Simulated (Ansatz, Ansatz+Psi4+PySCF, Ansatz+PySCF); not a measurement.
| atom | x (Å) | y (Å) | z (Å) |
| --- | --- | --- | --- |
| C | 0.0000 | -0.0007 | -1.1017 |
| C | 0.0000 | 0.1858 | 0.1877 |
| C | 0.0000 | 0.0289 | 1.5136 |
| N | 0.0000 | -0.0463 | 2.7369 |
| H | 0.0000 | -1.0015 | -1.5357 |
| H | 0.0000 | 0.8337 | -1.8007 |

Basis set: cc-pVTZ (spherical functions). Left uncorrelated: 4 orbitals. Correlation on ROHF uses semicanonical orbitals with singles. Charge 0, multiplicity 2.

Computed with Ansatz (development build ahead of 0.2.0); each method stands on the lowest determinant of its kind that the runs found.

Task: Give the atomization energy at this shape (free ground-state atoms in the same class of orbitals less the molecule, no zero-point energy) of doublet C3H2N by ROHF-CCSD(T), ROHF-MP2, UHF-MP2, UHF.

Result:

```json
{"method": "ROHF-CCSD(T)", "atomization energy": "2608.3 kJ/mol"}
{"method": "ROHF-MP2", "atomization energy": "2707.6 kJ/mol"}
{"method": "UHF-MP2", "atomization energy": "2562.9 kJ/mol"}
{"method": "UHF", "atomization energy": "1873.6 kJ/mol"}
```

Caution for ROHF-CCSD(T), ROHF-MP2: an unrestricted determinant lies well below. Caution for ROHF-MP2, UHF-MP2: forces differ strongly between restricted and unrestricted references. Caution for UHF-MP2, UHF: the unrestricted determinant is spin contaminated.
